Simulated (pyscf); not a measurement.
PySCF, gas phase, ωB97X-D3(BJ)/def2-SVP geometries.

SMILES: [F][W]([F])([F])([F])=[Se]
```xyz
6

F      0.4708    -0.7016     0.8642
W     -1.0288    -0.0763    -0.0310
F     -0.5157    -1.2088    -1.4077
F     -2.7645    -0.3625    -0.6194
F     -1.7764     0.1434     1.6524
Se    -0.5061     1.9537    -0.7140
```
Charge 0, spin multiplicity 1.

**Question.** What is the homolytic dissociation enthalpy (298 K, ωB97M-D3(BJ)/def2-TZVP) of the F–W bond of F–W(F)(F)(F)=Se, to F• + [F–W(F)(F)=Se]•?

**Answer.** F–W to F• + [F–W(F)(F)=Se]•: 5.22 eV. The 7 functionals that were run give +5.11 (M06-2X) to +5.74 eV (PBE). The radicals are drawn with the spin at the cut bond; how far it spreads was not checked. Other isomers of [F–W(F)(F)=Se]• were not searched in full and may lie lower. Left out: the spin-orbit lowering of F. Open-shell species with a d-block atom are single-reference here; other states, and whether the spin sits on metal or ligand, were not checked. Elements up to Kr have no core potential and no relativistic terms here. Elements past Kr carry the def2 core potentials, without spin-orbit coupling.
